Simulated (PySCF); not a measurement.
hydrosulfide, HS (charge -1), SMILES [SH-], point group C∞v.

Force field and properties: PBE0/pcSseg-2 (PySCF, grid level 2). Vibrational terms come from second-order perturbation theory with semi-diagonal cubic constants, by steps of ±0.6 along the normal coordinates of each isotopologue. The parent has the commonest isotopes.

Equilibrium geometry (Å):

```tsv
atom	x	y	z
S1	0.6785	-0.0115	-0.0114
H2	-0.6675	0.0166	-0.0452
```

Species: ³³S at 1. Output of the displacement run:

```
mode    cm-1    km/mol   phi_rrr   E(+)/cm-1  E(-)/cm-1
  1   2654.93   118.17    1614.1     540.23     424.33
```

For the shielding of H2 (σe = 35.63 ppm):

| mode | ω (cm⁻¹) | Σr φrrs (cm⁻¹) | ∂σ/∂q | ∂²σ/∂q² |
| --- | --- | --- | --- | --- |
| 1 | 2655 | 1614 | 1.925 | 0.751 |

Q: Work out the zero-point average of this shielding.

A: With ⟨qs⟩ = −Σr φrrs/(4ωs) and ⟨qs²⟩ = 1/2: the mean displacements are -0.152. The anharmonic term Σ (∂σ/∂q)⟨q⟩ is -0.29 ppm, the harmonic term ¼ Σ ∂²σ/∂q² is 0.19 ppm, so ⟨σ⟩ = 35.53 ppm.
